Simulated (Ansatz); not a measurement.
Abridged output of a molecular run in Ansatz:

```
Functional definition: HF
1514 factors; integrals over basis functions are off by at most 8.2e-4 eV
mean field evaluation 1: about -9377.6982 eV, gradient 3.9e1 eV
mean field evaluation 2: about -9378.0522 eV, gradient 3.9e1 eV
mean field evaluation 4: about -9381.3509 eV, gradient 5.0e0 eV
mean field evaluation 8: about -9381.4234 eV, gradient 3.4e-1 eV
mean field evaluation 16: about -9381.4242 eV, gradient 1.8e-6 eV
mean field -9381.42415559 eV, -344.7609787604 hartree, gradient 1.8e-6 eV, S^2 0.000000; 0 other end points of the search recorded, 0 dependent functions left out; unrestricted orbitals would lower it
6 core orbitals not correlated: weight in the atoms' cores, before any rotation towards them, 1.000 or more for the frozen orbitals, at most 0.000 for the correlated occupied ones
reference -9381.42415559 eV, -344.7609787604 hartree; 17, 17 occupied and 219, 219 virtual orbitals, 1514 factors
second order -31.41469310 eV of doubles, -0.00000000 eV of singles
cycle   1  -31.07358822 eV  change    3.4e-1 eV  update   1.2e-1
cycle   2  -31.82196349 eV  change   -7.5e-1 eV  update   4.0e-2
cycle   3  -32.01491405 eV  change   -1.9e-1 eV  update   2.2e-2
cycle   4  -32.00041741 eV  change    1.4e-2 eV  update   6.4e-3
cycle   5  -31.99541887 eV  change    5.0e-3 eV  update   3.8e-3
cycle   6  -31.99826999 eV  change   -2.9e-3 eV  update   1.5e-3
cycle   7  -31.99833841 eV  change   -6.8e-5 eV  update   8.7e-4
cycle   8  -31.99760752 eV  change    7.3e-4 eV  update   3.9e-4
cycle   9  -31.99765321 eV  change   -4.6e-5 eV  update   1.8e-4
cycle  10  -31.99784617 eV  change   -1.9e-4 eV  update   7.2e-5
cycle  11  -31.99771135 eV  change    1.3e-4 eV  update   3.3e-5
cycle  12  -31.99775106 eV  change   -4.0e-5 eV  update   1.6e-5
cycle  13  -31.99775041 eV  change    6.5e-7 eV  update   7.4e-6
perturbative correction -1.37542171 eV, -0.0505458154 hartree
Total energy: -9414.79732771 eV, -345.9874202143 hartree
```

Its atoms:

```xyz
10

C    -1.655   -0.344    0.011
N    -0.544   -0.815    0.393
C     0.621   -0.072    0.255
O     1.482   -0.178    1.287
C     0.921    0.621   -0.846
F     2.097    1.240   -0.979
H    -1.768    0.669   -0.388
H    -2.541   -0.971    0.084
H     1.105   -0.821    1.898
H     0.282    0.670   -1.715
```

**Question.** Which basis set was used?
A. def2-TZVPPD
B. cc-pV(Q+d)Z
C. def2-TZVPP
D. def2-SVP

**Answer.** C. It gives 242 functions.

**Question.** Write the keys of the input that set method, charge and spin (a neutral closed shell needs none for the last two).

**Answer.** 
```yaml
correlation: {method: ccsd_t}
```
